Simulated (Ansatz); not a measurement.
Molecular dynamics of BH8NSi

The input (input.yaml):

```yaml
crystal:
  periodic: [false, false, false]
  atoms:
    - { symbol: B, position_ang: [-0.034127, -0.243852, 0.265014] }
    - { symbol: H, position_ang: [-1.127311, 0.149897, 1.003728] }
    - { symbol: H, position_ang: [0.847969, 0.478329, 0.646106] }
    - { symbol: H, position_ang: [-0.402559, -0.198672, -0.876402] }
    - { symbol: "N", position_ang: [0.036001, -1.723972, 0.883964] }
    - { symbol: H, position_ang: [-0.369156, -2.420541, 0.2847] }
    - { symbol: Si, position_ang: [1.363732, -2.251273, 1.915166] }
    - { symbol: H, position_ang: [1.102173, -3.654321, 2.330274] }
    - { symbol: H, position_ang: [2.67317, -2.188859, 1.214125] }
    - { symbol: H, position_ang: [1.408638, -1.367447, 3.10552] }
    - { symbol: H, position_ang: [-0.873032, -0.794293, 1.234804] }
basis:
  gaussian: { orbitals: cc-pVDZ }
hamiltonian:
  xc: hf
md:
  timestep: 0.5
  n_steps: 200
  ensemble: nve
  temperature: 300.0
  initial_velocities: maxwell_boltzmann
  seed: 2520
```

Run as:

```bash
$ ansatz run input.yaml --threads 1 --pin off --max-ram 2048MiB --backend cpu --events-out ev --progress --plain --runs-dir out
```

It starts at the highest image of a converged band. Of that band: The profile has 2 maxima (images 1, 6) with wells between them (image 3): this band takes more than one step, which may be the mechanism or a detour left from its start path. Neighbouring images differ by up to 2.0 eV, so the band resolves the path poorly. A vibrational analysis at the climbing image gives one clearly imaginary mode, 1825i cm⁻¹: a first-order saddle point.

Output, in part (one step line in 4, the closing report, with atoms numbered from 0):

```
md step     0: t =     0.00 fs  T =   300.0 K  F+E_penalty+E_count = -10140.44491568 eV  E_kin = 0.349002 eV  conserved = -10140.09591368 eV  (33 SCF iters)
md step     4: t =     2.00 fs  T =   237.0 K  F+E_penalty+E_count = -10140.37064341 eV  E_kin = 0.275765 eV  conserved = -10140.09487872 eV  (26 SCF iters)
md step     8: t =     4.00 fs  T =   204.9 K  F+E_penalty+E_count = -10140.33297071 eV  E_kin = 0.238337 eV  conserved = -10140.09463338 eV  (32 SCF iters)
md step    12: t =     6.00 fs  T =   283.8 K  F+E_penalty+E_count = -10140.42457353 eV  E_kin = 0.330208 eV  conserved = -10140.09436559 eV  (31 SCF iters)
md step    16: t =     8.00 fs  T =   515.3 K  F+E_penalty+E_count = -10140.69474948 eV  E_kin = 0.599527 eV  conserved = -10140.09522274 eV  (30 SCF iters)
md step    20: t =    10.00 fs  T =   825.6 K  F+E_penalty+E_count = -10141.05519779 eV  E_kin = 0.960417 eV  conserved = -10140.09478099 eV  (31 SCF iters)
md step    24: t =    12.00 fs  T =  1224.6 K  F+E_penalty+E_count = -10141.52061451 eV  E_kin = 1.424660 eV  conserved = -10140.09595447 eV  (30 SCF iters)
md step    28: t =    14.00 fs  T =  1564.1 K  F+E_penalty+E_count = -10141.91546671 eV  E_kin = 1.819627 eV  conserved = -10140.09583953 eV  (31 SCF iters)
md step    32: t =    16.00 fs  T =  1796.4 K  F+E_penalty+E_count = -10142.18604782 eV  E_kin = 2.089771 eV  conserved = -10140.09627672 eV  (32 SCF iters)
md step    36: t =    18.00 fs  T =  1893.9 K  F+E_penalty+E_count = -10142.29925816 eV  E_kin = 2.203239 eV  conserved = -10140.09601932 eV  (32 SCF iters)
md step    40: t =    20.00 fs  T =  1893.9 K  F+E_penalty+E_count = -10142.29843142 eV  E_kin = 2.203291 eV  conserved = -10140.09514057 eV  (25 SCF iters)
md step    44: t =    22.00 fs  T =  1924.1 K  F+E_penalty+E_count = -10142.33412056 eV  E_kin = 2.238415 eV  conserved = -10140.09570535 eV  (24 SCF iters)
md step    48: t =    24.00 fs  T =  1943.6 K  F+E_penalty+E_count = -10142.35580140 eV  E_kin = 2.261078 eV  conserved = -10140.09472328 eV  (25 SCF iters)
md step    52: t =    26.00 fs  T =  2020.9 K  F+E_penalty+E_count = -10142.44728060 eV  E_kin = 2.350976 eV  conserved = -10140.09630447 eV  (31 SCF iters)
md step    56: t =    28.00 fs  T =  2011.3 K  F+E_penalty+E_count = -10142.43482287 eV  E_kin = 2.339846 eV  conserved = -10140.09497655 eV  (33 SCF iters)
md step    60: t =    30.00 fs  T =  2017.2 K  F+E_penalty+E_count = -10142.44265099 eV  E_kin = 2.346679 eV  conserved = -10140.09597245 eV  (32 SCF iters)
md step    64: t =    32.00 fs  T =  1974.6 K  F+E_penalty+E_count = -10142.39175386 eV  E_kin = 2.297122 eV  conserved = -10140.09463182 eV  (33 SCF iters)
md step    68: t =    34.00 fs  T =  2007.7 K  F+E_penalty+E_count = -10142.43129533 eV  E_kin = 2.335688 eV  conserved = -10140.09560742 eV  (25 SCF iters)
md step    72: t =    36.00 fs  T =  2023.1 K  F+E_penalty+E_count = -10142.44917447 eV  E_kin = 2.353605 eV  conserved = -10140.09556975 eV  (25 SCF iters)
md step    76: t =    38.00 fs  T =  1981.2 K  F+E_penalty+E_count = -10142.40022798 eV  E_kin = 2.304851 eV  conserved = -10140.09537662 eV  (25 SCF iters)
md step    80: t =    40.00 fs  T =  1932.4 K  F+E_penalty+E_count = -10142.34363923 eV  E_kin = 2.247993 eV  conserved = -10140.09564615 eV  (25 SCF iters)
md step    84: t =    42.00 fs  T =  1884.0 K  F+E_penalty+E_count = -10142.28632921 eV  E_kin = 2.191784 eV  conserved = -10140.09454506 eV  (25 SCF iters)
md step    88: t =    44.00 fs  T =  1937.2 K  F+E_penalty+E_count = -10142.34951674 eV  E_kin = 2.253653 eV  conserved = -10140.09586360 eV  (32 SCF iters)
md step    92: t =    46.00 fs  T =  1964.5 K  F+E_penalty+E_count = -10142.37982610 eV  E_kin = 2.285334 eV  conserved = -10140.09449176 eV  (25 SCF iters)
md step    96: t =    48.00 fs  T =  2066.3 K  F+E_penalty+E_count = -10142.50015089 eV  E_kin = 2.403823 eV  conserved = -10140.09632797 eV  (32 SCF iters)
md step   100: t =    50.00 fs  T =  2056.6 K  F+E_penalty+E_count = -10142.48774966 eV  E_kin = 2.392497 eV  conserved = -10140.09525311 eV  (33 SCF iters)
md step   104: t =    52.00 fs  T =  2008.6 K  F+E_penalty+E_count = -10142.43264981 eV  E_kin = 2.336628 eV  conserved = -10140.09602215 eV  (32 SCF iters)
md step   108: t =    54.00 fs  T =  1908.5 K  F+E_penalty+E_count = -10142.31482223 eV  E_kin = 2.220208 eV  conserved = -10140.09461458 eV  (26 SCF iters)
md step   112: t =    56.00 fs  T =  1904.6 K  F+E_penalty+E_count = -10142.31081888 eV  E_kin = 2.215713 eV  conserved = -10140.09510588 eV  (25 SCF iters)
md step   116: t =    58.00 fs  T =  1951.3 K  F+E_penalty+E_count = -10142.36560266 eV  E_kin = 2.270047 eV  conserved = -10140.09555575 eV  (33 SCF iters)
md step   120: t =    60.00 fs  T =  1980.2 K  F+E_penalty+E_count = -10142.39878475 eV  E_kin = 2.303673 eV  conserved = -10140.09511214 eV  (25 SCF iters)
md step   124: t =    62.00 fs  T =  2025.1 K  F+E_penalty+E_count = -10142.45192140 eV  E_kin = 2.355830 eV  conserved = -10140.09609184 eV  (33 SCF iters)
md step   128: t =    64.00 fs  T =  1994.6 K  F+E_penalty+E_count = -10142.41539594 eV  E_kin = 2.320377 eV  conserved = -10140.09501851 eV  (26 SCF iters)
md step   132: t =    66.00 fs  T =  1981.2 K  F+E_penalty+E_count = -10142.40072150 eV  E_kin = 2.304772 eV  conserved = -10140.09594923 eV  (33 SCF iters)
md step   136: t =    68.00 fs  T =  1934.2 K  F+E_penalty+E_count = -10142.34430714 eV  E_kin = 2.250103 eV  conserved = -10140.09420442 eV  (33 SCF iters)
md step   140: t =    70.00 fs  T =  2001.8 K  F+E_penalty+E_count = -10142.42489059 eV  E_kin = 2.328794 eV  conserved = -10140.09609623 eV  (33 SCF iters)
md step   144: t =    72.00 fs  T =  2004.3 K  F+E_penalty+E_count = -10142.42691129 eV  E_kin = 2.331681 eV  conserved = -10140.09523002 eV  (33 SCF iters)
md step   148: t =    74.00 fs  T =  1994.1 K  F+E_penalty+E_count = -10142.41574532 eV  E_kin = 2.319861 eV  conserved = -10140.09588443 eV  (33 SCF iters)
md step   152: t =    76.00 fs  T =  1947.9 K  F+E_penalty+E_count = -10142.36102504 eV  E_kin = 2.266035 eV  conserved = -10140.09498964 eV  (32 SCF iters)
md step   156: t =    78.00 fs  T =  1965.7 K  F+E_penalty+E_count = -10142.38213786 eV  E_kin = 2.286755 eV  conserved = -10140.09538312 eV  (33 SCF iters)
md step   160: t =    80.00 fs  T =  1992.5 K  F+E_penalty+E_count = -10142.41354869 eV  E_kin = 2.318010 eV  conserved = -10140.09553882 eV  (33 SCF iters)
md step   164: t =    82.00 fs  T =  2007.9 K  F+E_penalty+E_count = -10142.43071115 eV  E_kin = 2.335891 eV  conserved = -10140.09482050 eV  (25 SCF iters)
md step   168: t =    84.00 fs  T =  2070.4 K  F+E_penalty+E_count = -10142.50494439 eV  E_kin = 2.408591 eV  conserved = -10140.09635317 eV  (33 SCF iters)
md step   172: t =    86.00 fs  T =  2036.4 K  F+E_penalty+E_count = -10142.46415421 eV  E_kin = 2.369052 eV  conserved = -10140.09510219 eV  (25 SCF iters)
md step   176: t =    88.00 fs  T =  1996.2 K  F+E_penalty+E_count = -10142.41840274 eV  E_kin = 2.322248 eV  conserved = -10140.09615486 eV  (33 SCF iters)
md step   180: t =    90.00 fs  T =  1907.8 K  F+E_penalty+E_count = -10142.31361520 eV  E_kin = 2.219478 eV  conserved = -10140.09413718 eV  (26 SCF iters)
md step   184: t =    92.00 fs  T =  1973.7 K  F+E_penalty+E_count = -10142.39199916 eV  E_kin = 2.296061 eV  conserved = -10140.09593858 eV  (33 SCF iters)
md step   188: t =    94.00 fs  T =  2000.7 K  F+E_penalty+E_count = -10142.42259771 eV  E_kin = 2.327480 eV  conserved = -10140.09511780 eV  (33 SCF iters)
md step   192: t =    96.00 fs  T =  2037.1 K  F+E_penalty+E_count = -10142.46562890 eV  E_kin = 2.369812 eV  conserved = -10140.09581710 eV  (33 SCF iters)
md step   196: t =    98.00 fs  T =  2024.5 K  F+E_penalty+E_count = -10142.45085154 eV  E_kin = 2.355159 eV  conserved = -10140.09569223 eV  (26 SCF iters)
md step   200: t =   100.00 fs  T =  1969.2 K  F+E_penalty+E_count = -10142.38599348 eV  E_kin = 2.290850 eV  conserved = -10140.09514326 eV  (35 SCF iters)
Total energy: -10142.38599348 eV, -372.7258105043 hartree
Atom 0 at     0.362961    -0.718418    -0.082231 Å, force     1.228371    -0.914562     0.393956 eV/Å
Atom 1 at    -9.987114     6.744300     5.784215 Å, force     0.206710     0.097168    -1.105530 eV/Å
Atom 2 at     0.405398     0.279499     0.648180 Å, force    -0.173164    -0.662050    -0.697149 eV/Å
Atom 3 at     0.244461    -0.750768    -1.293730 Å, force    -0.593479     0.639452     0.391654 eV/Å
Atom 4 at     0.708316    -2.021115     0.434638 Å, force    -0.896226     0.537718    -0.927198 eV/Å
Atom 5 at     0.486635    -2.730927    -0.268762 Å, force     0.663947     0.285694     0.907145 eV/Å
Atom 6 at     1.479876    -2.387312     1.976341 Å, force    -0.189676     0.543814     0.337544 eV/Å
Atom 7 at     0.740992    -3.391867     2.794342 Å, force    -0.047387     0.035201    -0.158411 eV/Å
Atom 8 at     2.872391    -2.887862     1.834377 Å, force    -0.030018    -0.024526    -0.164625 eV/Å
Atom 9 at     1.504561    -1.060970     2.687009 Å, force     0.037630    -0.440741    -0.082918 eV/Å
Atom 10 at    -9.844282     6.811426     5.020438 Å, force    -0.206710    -0.097169     1.105532 eV/Å
Dipole moment:    -0.019929    -0.248870    -0.046726 e Å
```

The run went to its last step. The conserved energy stayed within 0.17 meV per atom of its start (net change 0.07 meV per atom), so the integration is sound. The kinetic energy rose, since the run started high on the potential surface and went downhill. It ends in pieces (BH6NSi + H2), so much of that is their flight and rotation, not heat. A run of 0.1 ps of so small a system gives no equilibrium averages. The orbitals stay closed-shell, which can raise the energy where a bond breaks towards radicals; this wasn't checked here.

Between its relaxed ends the band would form H2–H11 and break B1–H2, N5–H11. These pairs go: H2–H11 1.00 → 0.78 Å, B1–H2 1.38 → 14.04 Å, N5–H11 1.35 → 14.51 Å. In the last frame they stand as after the step (other bonds may differ from the relaxed reactants and products). Also parted: B1–H11 1.40 → 13.67 Å. It ends as BH6NSi + H2. Pairs count as bonded within 1.25 times the sum of covalent radii (0.12 Å more for H–H).

Last frame:

```xyz
11
Properties=species:S:1:pos:R:3
B 0.363 -0.718 -0.082
H -9.987 6.744 5.784
H 0.405 0.280 0.648
H 0.244 -0.751 -1.294
N 0.708 -2.021 0.435
H 0.487 -2.731 -0.269
Si 1.480 -2.387 1.976
H 0.741 -3.392 2.794
H 2.872 -2.888 1.834
H 1.505 -1.061 2.687
H -9.844 6.811 5.020
```

Time of the run: 4.2 min on 1 thread of Arm Neoverse V1 (shared host), peak memory 0.14 GiB.
